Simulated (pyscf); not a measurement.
Thermochemistry of product channels of SnH₂ (SMILES [SnH2]) [singlet] + NH₃ (SMILES N) on the singlet surface, in eV, from ωB97M-D3(BJ)/def2-TZVP energies (ideal gas, 1 atm, RRHO with modes under 100 cm⁻¹ raised to 100, one conformer, R ln 2 for rigid chiral ones). Structures and frequencies: ωB97X-D3(BJ)/def2-SVP in PySCF.

```tsv
products	ΔE	ΔH(298 K)	ΔG(600 K)	ΔG(900 K)
H₂N–SnH: (SMILES [NH2][SnH]) [singlet] + H₂ (SMILES [H][H])	___	-0.45	-0.34	-0.32
HN=SnH₂ (SMILES [NH]=[SnH2]) + H₂ (SMILES [H][H])	+2.08	+1.86	+1.97	+1.99
H₂N–SnH₃ (SMILES [NH2][SnH3])	___	-0.63	+0.18	+0.56
```

Task: Fill in the missing entries.

Result: 
- H₂N–SnH: (SMILES [NH2][SnH]) [singlet] + H₂ (SMILES [H][H]), ΔE: -0.37
- H₂N–SnH₃ (SMILES [NH2][SnH3]), ΔE: -0.61

The channel to H₂N–SnH₃ turns unfavourable between 298 and 1200 K (ΔG from -0.22 eV to +0.92 eV).

These are energies of the channels, which say nothing of barriers. Elements past Kr carry the def2 core potentials, without spin-orbit coupling.
